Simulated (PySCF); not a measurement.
# Shifts of the heteroatoms

Structure with atom numbers: `[CH3:1][n:2]1[cH:3][cH:4][n:5][n:6]1`. Each H is labelled by its parent atom.

No solvent model, relativity neglected, rapidly exchanging positions averaged, single conformer. B3LYP/pcJ-1 coupling constants (spin–dipole term only in couplings to heteroatoms); shielding tensors at PBE0/pcSseg-1 (GIAO); coordinates at the PBE0-D3(BJ)/def2-SVP level; PySCF.

Question: Predict the 15N NMR data.

Answer: 
```csv
atoms,environment,σ (ppm),δ (ppm)
N6,pyridine-type nitrogen of an azole,-142.5,-20.0
N5,pyridine-type nitrogen of an azole,-127.2,-34.0
N2,pyrrole-type ring nitrogen,6.9,-156.8
```

Shieldings were converted by a linear fit to measured shifts: 15N: δ = -150.45 − 0.916σ (rms 7.2 ppm, 79 shifts vs CH3NO2, solution or neat liquid). A few per cent of atoms miss by over 2 rms, more outside the fitted compound classes. Couplings are scaled by factors fitted to measured values: 2J(H,H) × 0.91 (rms 0.6 Hz), 3J(H,H) × 0.91 (rms 0.4 Hz, 0.5 with 2 outliers); all others are unscaled and can be 10–30 % off.

Couplings (the largest are listed; each averaged over equivalent pairs): 1J(N5,N6) = -19.2 Hz, 1J(N2,N6) = -18.2 Hz, 1J(N2,C3) = -16.2 Hz, 1J(C1,N2) = -15.8 Hz, 1J(C4,N5) = 8.6 Hz, 2J(N5,H(C4)) = -11.6 Hz, 2J(N2,C4) = -10.8 Hz, 2J(C1,N6) = -7.8 Hz, 2J(N2,H(C3)) = -5.8 Hz, 2J(C4,N6) = 2.9 Hz, 2J(N2,N5) = -1.9 Hz, 2J(C3,N5) = 1.4 Hz. Signs are for 15N, whose magnetogyric ratio is negative.

On a 400 MHz spectrometer 15N resonates near 40.5 MHz, so 1 ppm is 40.5 Hz.
